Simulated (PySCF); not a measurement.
**How the functional moves excitation energies**

Species: C₆H₈.
SMILES: `C(C1(CC1)C)#C`

Linear-response calculations in the def2-SVPD basis (PySCF; singlets by full response, triplets Tamm–Dancoff, core orbitals frozen in the response; HF means time-dependent Hartree–Fock). 'Strongest' is the level of largest summed f among the singlets computed (10 roots, of which the last may lack a degenerate partner); it can jump between rows when another state enters that window. S1 is the lowest singlet of each run and needn't be the same state throughout; f(S1) is that of one state. Isolated species at its PBE0-D3(BJ)/def2-SVP geometry, gas phase.

```json
{"functional": "LDA", "kind": "LDA", "S1 (eV)": "6.05", "f(S1)": "0.000", "strongest (eV)": "6.47", "T1 (eV)": "5.38", "HOMO (eV)": "-6.14", "gap (eV)": "5.97", "ionisation energy, ΔSCF (eV)": "9.15"}
{"functional": "PBE", "kind": "GGA", "S1 (eV)": "6.09", "f(S1)": "0.000", "strongest (eV)": "6.63", "T1 (eV)": "5.20", "HOMO (eV)": "-5.97", "gap (eV)": "6.03", "ionisation energy, ΔSCF (eV)": "8.94"}
{"functional": "B3LYP", "kind": "global hybrid, 20% exact exchange", "S1 (eV)": "6.19", "f(S1)": "0.000", "strongest (eV)": "7.14", "T1 (eV)": "5.25", "HOMO (eV)": "-6.91", "gap (eV)": "7.44", "ionisation energy, ΔSCF (eV)": "9.12"}
{"functional": "PBE0", "kind": "global hybrid, 25% exact exchange", "S1 (eV)": "6.26", "f(S1)": "0.000", "strongest (eV)": "7.42", "T1 (eV)": "5.17", "HOMO (eV)": "-7.12", "gap (eV)": "7.94", "ionisation energy, ΔSCF (eV)": "9.13"}
{"functional": "BHandHLYP", "kind": "global hybrid, 50% exact exchange", "S1 (eV)": "6.20", "f(S1)": "0.000", "strongest (eV)": "7.74", "T1 (eV)": "5.16", "HOMO (eV)": "-8.16", "gap (eV)": "9.42", "ionisation energy, ΔSCF (eV)": "9.15"}
{"functional": "CAM-B3LYP", "kind": "range-separated hybrid", "S1 (eV)": "6.24", "f(S1)": "0.000", "strongest (eV)": "7.60", "T1 (eV)": "5.25", "HOMO (eV)": "-8.45", "gap (eV)": "9.86", "ionisation energy, ΔSCF (eV)": "9.28"}
{"functional": "LC-wPBE", "kind": "range-separated hybrid", "S1 (eV)": "6.35", "f(S1)": "0.000", "strongest (eV)": "9.18", "T1 (eV)": "5.16", "HOMO (eV)": "-9.80", "gap (eV)": "12.26", "ionisation energy, ΔSCF (eV)": "9.43"}
{"functional": "HF", "kind": "Hartree–Fock", "S1 (eV)": "5.95", "f(S1)": "0.000", "strongest (eV)": "8.23", "T1 (eV)": "4.62", "HOMO (eV)": "-9.73", "gap (eV)": "12.39", "ionisation energy, ΔSCF (eV)": "not settled"}
```

Q: What does wB97X-D (range-separated hybrid) give?

A: S1 (eV) 6.30, f(S1) 0.000, strongest (eV) 7.77, T1 (eV) 5.35, HOMO (eV) -8.95, gap (eV) 11.34, ionisation energy, ΔSCF (eV) 9.21. S1 runs from 5.95 eV (HF) to 6.35 eV (LC-wPBE), a spread of 0.40 eV, while the orbital gap spreads over 6.4 eV. −ε(HOMO) comes closest to its own ΔSCF ionisation energy with wB97X-D (-0.25 eV) and misses most with LDA (-3.01 eV). 'Not settled' means that the ion's SCF failed to converge or may have ended in another state than the lowest.
